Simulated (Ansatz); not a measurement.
Si(OMe)H3 (CH₆OSi). Charge 0, multiplicity 1. Geometry PBE0-D4/def2-TZVP; atoms count from 1.

Cartesian coordinates in Å:
```
Si 0.345 -0.126 1.264
O -0.403 0.686 0.048
C -0.406 0.220 -1.280
H 0.612 0.131 -1.678
H -0.954 0.937 -1.894
H -0.899 -0.756 -1.363
H -0.227 -1.493 1.421
H 0.128 0.668 2.494
H 1.803 -0.268 0.988
```

Q: Estimate the Mulliken populations from the PBE0/def2-TZVP orbitals of Ansatz.

A: 
```
atom  charge (e)
 Si1        0.30
  O2       -0.35
  C3       -0.21
  H4        0.12
  H5        0.13
  H6        0.12
  H7       -0.04
  H8       -0.03
  H9       -0.04
```
Mulliken values and Mayer orders depend strongly on the basis.

Q: And the Mayer bond orders between bonded heavy atoms (over 0.3)?

A: Si1–O2 1.18 (1.64 Å); O2–C3 0.96 (1.41 Å).
